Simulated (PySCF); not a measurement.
Stepwise substitution at one centre (Al Cl-CH3). Isolated molecules, 0 K electronic values unless said otherwise. Strings in code marks are SMILES.

Calculation: PySCF with ωB97X-D3(BJ)/def2-TZVP // B3LYP-D3(BJ)/def2-TZVP. Delta-SCF ions had no search for a lower state. Excitations are Tamm–Dancoff values on a coarser integration grid. The basis has no diffuse functions, so Rydberg states are missing or too high.

```tsv
species	T1 excitation (TDA) (eV)	vertical ionisation energy (Delta-SCF) (eV)	brightest of the four lowest singlets (TDA) (eV)	S1–T1 gap (TDA) (eV)
0 of 3 Cl replaced by CH3 (`[Cl][Al]([Cl])[Cl]`)	6.97	12.07	–	0.31
1 of 3 Cl replaced by CH3 (`[Cl][Al]([Cl])[CH3]`)	6.60	11.33	7.76	0.34
2 of 3 Cl replaced by CH3 (`[CH3][Al]([Cl])[CH3]`)	5.85	10.28	7.36	0.25
3 of 3 Cl replaced by CH3	5.74	9.88	7.27	0.26
```
